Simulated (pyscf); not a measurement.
H₃Si–AsH₂ (SMILES [SiH3][AsH2]) + AsH₃ (SMILES [AsH3]) → H₃Si–AsH–AsH₂ (SMILES [SiH3][AsH][AsH2]) + H₂ (SMILES [H][H]), a four-centre exchange (singlet surface; As–H, As–H broken, As–As, H–H formed). Structures and frequencies: ωB97X-D3(BJ)/def2-SVP in PySCF. Energies in kcal/mol from the separated reactants.

AM1 to PM7: differences of heats of formation from MOPAC, which are fitted to 298 K values and so differ in kind from electronic energies by zero-point and thermal terms. 

Problem. In single points PM6 puts the saddle at 58.3 kcal/mol and the reaction energy at -35.3 kcal/mol. Should these be trusted to within a few kcal/mol? Compare with ωB97M-D3(BJ)/def2-TZVP.

Solution. ωB97M-D3(BJ)/def2-TZVP gives ΔE‡ = 62.3 kcal/mol and ΔE = -2.3 kcal/mol. PM6 lies 4.0 kcal/mol under it in the barrier and 33.0 kcal/mol under it in the reaction energy, so on this step it does not hold to within 3.0 kcal/mol. ωB97M-D3(BJ)/def2-TZVP has limits of its own. From the product side, H₃Si–AsH• + AsH₂• + H₂ lies, by one bond made or cut, 14.5 kcal/mol under this saddle at ωB97M-D3(BJ)/def2-TZVP. One saddle was located; it need not be the lowest between these sides. In the def2 sets elements up to Kr have no core potential.
